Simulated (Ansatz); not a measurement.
Process, species as SMILES: N (NH3) → NH3+ (doublet, bonded as N) + e-
B3LYP-D3(BJ)/def2-TZVP geometries, fixed; electronic energies without zero-point terms.
Largest species:
```xyz
4

N      0.0022    -0.0038     0.1116
H     -0.0020     0.9512    -0.2281
H      0.8095    -0.4644    -0.2929
H     -0.8232    -0.4600    -0.2599
```

Effect of a fitting basis named in the input at MP2/aug-cc-pVQZ with Ansatz (a program for electronic structure), against the last row, where the adiabatic ionisation energy is 10.30 eV. Cores are frozen. Open shells are unrestricted. The default fits or decomposes integrals by the program's own choice; accuracy: high also tightens integrals, grids and stops.

```tsv
setting	largest shift of a total energy (mEh)	shift of the adiabatic ionisation energy (eV)
fitting: def2-universal-jkfit and def2-SVP-RIFIT	1.069	-0.011
fitting: def2-universal-jkfit and cc-pVDZ-RIFIT	1.283	-0.009
fitting: def2-universal-jkfit and cc-pVTZ-RIFIT	-0.072	-0.002
fitting: def2-universal-jkfit and aug-cc-pVTZ-RIFIT	-0.057	-0.001
fitting: def2-universal-jkfit and cc-pVQZ-RIFIT	0.088	-0.001
fitting: def2-universal-jkfit and aug-cc-pVQZ-RIFIT	0.064	-0.001
accuracy: high	0.000	0.000
accuracy: medium (default)	0.000	0.000
```

Within 0.005 eV in the adiabatic ionisation energy: fitting: def2-universal-jkfit and cc-pVTZ-RIFIT; fitting: def2-universal-jkfit and aug-cc-pVTZ-RIFIT; fitting: def2-universal-jkfit and cc-pVQZ-RIFIT; fitting: def2-universal-jkfit and aug-cc-pVQZ-RIFIT; accuracy: high. The largest shift is 1.283 mEh in a total energy and 0.011 eV in the difference.
